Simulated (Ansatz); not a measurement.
```yaml
crystal:
  periodic: [false, false, false]
  atoms:
    - {symbol: Co, position_ang: [0.000000, 0.000000, 0.000000]}
    - {symbol: Cl, position_ang: [0.000000, 0.000000, 2.280000]}
basis:
  gaussian: {orbitals: def2-TZVP}
total_charge: 1
magnetization: {spin_polarized: true, initial_magnetization: 1}
hamiltonian: {xc: pbe0}
relax: {f_tol: 0.004, max_steps: 80}
```

```sh
$ ansatz run in.yaml --threads 1 --pin off --events-out ev --progress --plain --max-ram 2176MiB
```

Steps of the relaxation (energy above the last step; positions in Å, forces in eV/Å):

```
2
step 1, 243.8 meV
Co    0.000    0.000    0.000    0.000    0.000    1.783
Cl    0.000    0.000    2.280    0.000    0.000   -1.783
```

```
2
step 2, 55.0 meV
Co    0.000    0.000    0.063    0.000    0.000    1.093
Cl    0.000    0.000    2.217    0.000    0.000   -1.093
```

```
2
step 3, 55.6 meV
Co    0.000    0.000    0.149    0.000    0.000   -1.507
Cl    0.000    0.000    2.131    0.000    0.000    1.507
```

```
2
step 6, 0.0 meV
Co    0.000    0.000    0.109    0.000    0.000    0.000
Cl    0.000    0.000    2.171    0.000    0.000    0.000
```

Close pairs at the end: Co1–Cl2 2.062 Å.

A stationary point of unrestricted PBE0 after 6 steps, with ⟨S²⟩ = 1.760 against 0.75 for a pure state. 2.5 min on 1 thread of Intel Xeon 6975P-C, shared host.
